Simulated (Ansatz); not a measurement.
**CHF₂O radical: basis-set convergence**

Aim: see how fast density functionals converge with the basis set for CHF₂O radical.

Program: Ansatz 0.2.0, Gaussian basis. Level of theory: one geometry, several basis sets. These are calculated values, not measurements.

Plan: PBE0-D4/def2-SVP; ωB97M-V/def2-SVP; PBE0-D4/def2-QZVPP; ωB97M-V/def2-QZVPP; the functionals' def2-TZVPP values are taken from earlier runs.

## (1) The geometry

All runs share one geometry, relaxed beforehand with PBE0-D4 in a triple-zeta def2 set.

SMILES `[O]C(F)F`, 5 atoms, charge 0, spin multiplicity 2.

Atoms are counted from 1 here; the program's logs count them from 0.

Bond lengths: O1–C2 1.320 Å, C2–F3 1.347 Å, C2–F4 1.347 Å, C2–H5 1.113 Å. Angles: O1–C2–F3 113.9°, O1–C2–F4 113.9°, O1–C2–H5 103.3°, F3–C2–F4 106.7°, F3–C2–H5 109.5°, F4–C2–H5 109.5°.

## (2) PBE0-D4 in def2-SVP

File in.yaml:

```yaml
crystal:
  periodic: [false, false, false]
  atoms:
    - {symbol: O, position_ang: [-0.541608, -0.387655, 1.137940]}
    - {symbol: C, position_ang: [0.011000, 0.001195, 0.004133]}
    - {symbol: F, position_ang: [1.102708, -0.708031, -0.342829]}
    - {symbol: F, position_ang: [-0.825421, -0.034234, -1.051496]}
    - {symbol: H, position_ang: [0.303321, 1.055024, 0.210752]}
basis:
  gaussian: {orbitals: def2-SVP}
magnetization: {spin_polarized: true, initial_magnetization: 1}
hamiltonian: {xc: pbe0, dispersion: d4}
output: {orbitals: {seedname: orbitals}}
```

The runs that follow: ωB97M-V in def2-SVP; PBE0-D4 in def2-QZVPP; ωB97M-V in def2-QZVPP.

Before running them: what should the planned runs give, taken together? Wanted: PBE0-D4: double and triple zeta above quadruple; ωB97M-V: double and triple zeta above quadruple.

As calculated:

| quantity | value |
| --- | --- |
| PBE0-D4: double and triple zeta above quadruple | 10.76, 0.44 eV |
| ωB97M-V: double and triple zeta above quadruple | 10.97, 0.41 eV |

In words: For PBE0-D4 the step from double to triple zeta gains 10.32 eV and the next only 0.44 eV. Total energies overstate the basis error of differences, where much of it tends to cancel.
